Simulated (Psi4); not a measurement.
# CH5BN− (SMILES [BH3-]N=C): FT97/6-311G (density fitting, dynamic level 2)

Wanted: a structure relaxation of CH5BN−. 

The calculation is run with Psi4 1.11.

1 further run of the same task is left out (set aside as unsound or not needed).

## Step 1: The molecule

CH5BN−: 8 atoms, total charge -1, spin state singlet. As SMILES, `[BH3-]N=C`. The shape is that of a GFN2-xTB optimisation. The run starts from this shape.

Bond lengths: B1–N2 1.547 Å, N2–C3 1.237 Å, B1–H4 1.227 Å, B1–H5 1.222 Å, B1–H6 1.227 Å, C3–H7 1.118 Å, C3–H8 1.106 Å. Angles: B1–N2–C3 122.9°, N2–B1–H4 109.8°, N2–B1–H5 108.3°, N2–B1–H6 109.4°, N2–C3–H7 126.8°, N2–C3–H8 120.8°, H4–B1–H5 110.1°, H4–B1–H6 109.4°, H5–B1–H6 109.9°, H7–C3–H8 112.4°.

## Step 2: A geometry optimisation at FT97/6-311G (density fitting, dynamic level 2)

File job.dat:

```
memory 1600 mb

molecule {
  -1 1
  B      0.31293865     1.95142568     0.59904318
  N      1.27894774    -0.64883746    -0.32176367
  C     -0.14768210    -2.44379382    -0.77592155
  H     -1.17816865     2.82676572    -0.94682838
  H      2.12989142     3.35872362     0.83200862
  H     -0.75606053     1.69661501     2.64058990
  H     -2.25323384    -2.46150056    -0.60110298
  H      0.61336731    -4.27937930    -1.42606292
  units bohr
}

set geom_maxiter 60
set g_convergence gau_tight
set dynamic_level 2

opt('ft97/6-311G')
print_variables()
```

The run is started by

```console
$ psi4 -i job.dat -o job.out -n 1
```

job.out:

```text
[...]
  Running in c1 symmetry.
[...]
  Nuclear repulsion =   63.941238482815528
[...]
  Multiplicity = 1
[...]
  Nalpha       = 12
  Nbeta        = 12
[...]
    Number of basis functions: 54
[...]
   @DF-RKS iter   1:  -120.18013745494750   -1.60904e-01   1.63141e-02 ADIIS/DIIS
[...]
   @DF-RKS iter   5:  -120.65127141046582   -1.50635e-12   4.88925e-09 DIIS
[...]
    Orbital Energies [Eh]
    ---------------------
    Doubly Occupied:
       1A    -13.760460     2A     -9.724335     3A     -6.242909
       4A     -0.599090     5A     -0.345614     6A     -0.242626
       7A     -0.193055     8A     -0.122083     9A     -0.103381
      10A     -0.042379    11A     -0.023758    12A      0.026989
[...]
  @DF-RKS Final Energy:  -120.65127141046582
   => Energetics <=
    Nuclear Repulsion Energy =             62.3649690209492746
    One-Electron Energy =                -289.9992755587883266
    Two-Electron Energy =                 125.3134728634187383
    DFT Exchange-Correlation Energy =     -18.3304377360455071
    Empirical Dispersion Energy =           0.0000000000000000
    VV10 Nonlocal Energy =                  0.0000000000000000
    Total Energy =                       -120.6512714104658244
[...]
 Multipole Moments:
 ------------------------------------------------------------------------------------
     Multipole            Electronic (a.u.)      Nuclear  (a.u.)        Total (a.u.)
 ------------------------------------------------------------------------------------
 L = 1.  Multiply by 2.5417464519 to convert [e a0] to [Debye]
 Dipole X            :          1.3593916           -1.4536157           -0.0942241
 Dipole Y            :         -2.3124404            0.7369727           -1.5754677
 Dipole Z            :          0.1411705           -0.7361001           -0.5949295
 Magnitude           :                                                    1.6866884
[...]
  -Total Gradient:
     Atom            X                  Y                   Z
    ------   -----------------  -----------------  -----------------
       1        0.000125188042     0.000029742703     0.000099718611
       2        0.000162957131     0.000057205186     0.000129861469
       3        0.000197612352     0.000021881961     0.000141229721
       4        0.000120828751     0.000002469351     0.000083857793
       5        0.000109460909     0.000063090318     0.000092296260
       6        0.000106482617     0.000060898838     0.000089783202
       7        0.000197235950    -0.000018381815     0.000127555788
       8        0.000228539973     0.000026522551     0.000163574274
[...]
    Final optimized geometry and variables:
    Molecular point group: c1
    Full point group: C1
    Geometry (in Bohr), charge = -1, multiplicity = 1:
    B           -0.128154405008     2.386528999466     0.717759458625
    N            0.739094437676    -0.426713241382     0.356742279873
    C           -0.488044598645    -2.020110194306    -1.011589921830
    H           -2.137412020166     2.899169172191    -0.470329626085
    H            1.616182093887     3.808908636968    -0.009307039018
    H           -0.441199808914     2.784884118367     3.028092619888
    H           -2.273549665613    -1.572539273017    -2.070043766546
    H            0.177742259669    -4.008441112357    -1.230965969278
  Variable Map:
  ----------------------------------------------------------------------------
[...]
```

On the terminal:

```text
Optimizer: Optimization complete!
```

Run time: 78 s. Hardware: 1 thread of AMD EPYC 9R45 (Zen 5), shared host; peak memory 0.5 GiB.

The path in brief:

| step | energy from the first frame kept (eV) | largest force (eV/Å) |
| --- | --- | --- |
| 0 | 0.0000 | 3.1085 |
| 1 | -0.1339 | 0.4963 |
| 2 | -0.1444 | 0.1962 |
| 3 | 1.9688 | 9.2150 |
| 4 | 0.9078 | 4.6634 |
| 5 | -0.0610 | 1.4435 |
| 6 | -0.1647 | 0.3244 |
| 7 | 1.0460 | 4.7664 |
| 8 | 0.3123 | 2.3481 |
| 9 | -0.2140 | 0.6451 |
| 10 | -0.1871 | 0.5548 |
| 11 | -0.2442 | 0.2500 |
| 12 | -0.2528 | 0.0659 |
| 13 | -0.2532 | 0.0403 |
| 14 | -0.2534 | 0.0297 |
| 15 | -0.2535 | 0.0162 |
| 16 | -0.2535 | 0.0145 |
| 17 | -0.2535 | 0.0145 |

After the run. Bond lengths: B1–N2 1.570 Å, N2–C3 1.287 Å, B1–H4 1.265 Å, B1–H5 1.252 Å, B1–H6 1.252 Å, C3–H7 1.124 Å, C3–H8 1.116 Å. Angles: B1–N2–C3 122.8°, N2–B1–H4 112.9°, N2–B1–H5 108.5°, N2–B1–H6 108.5°, N2–C3–H7 124.5°, N2–C3–H8 121.1°, H4–B1–H5 109.8°, H4–B1–H6 109.8°, H5–B1–H6 107.3°, H7–C3–H8 114.4°.

## Step 3: Results

Level: FT97/6-311G (density fitting, dynamic level 2).

| quantity | value |
| --- | --- |
| total energy at the end | -120.65127 Eh |
| HOMO energy | 0.73 eV |
| LUMO energy | 4.31 eV |
| HOMO–LUMO gap (to an unbound level, set by the basis) | 3.58 eV |

What this shows: At the final geometry: Bond lengths: B1–N2 1.570 Å, N2–C3 1.287 Å, B1–H4 1.265 Å, B1–H5 1.252 Å, B1–H6 1.252 Å, C3–H7 1.124 Å, C3–H8 1.116 Å. Angles: B1–N2–C3 122.8°, N2–B1–H4 112.9°, N2–B1–H5 108.5°, N2–B1–H6 108.5°, N2–C3–H7 124.5°, N2–C3–H8 121.1°, H4–B1–H5 109.8°, H4–B1–H6 109.8°, H5–B1–H6 107.3°, H7–C3–H8 114.4°. The optimisation took 18 steps and changed the energy by -0.253 eV. The HOMO lies at positive energy, 0.73 eV, as semi-local functionals often give for anions; only total energies tell whether the electron is bound.
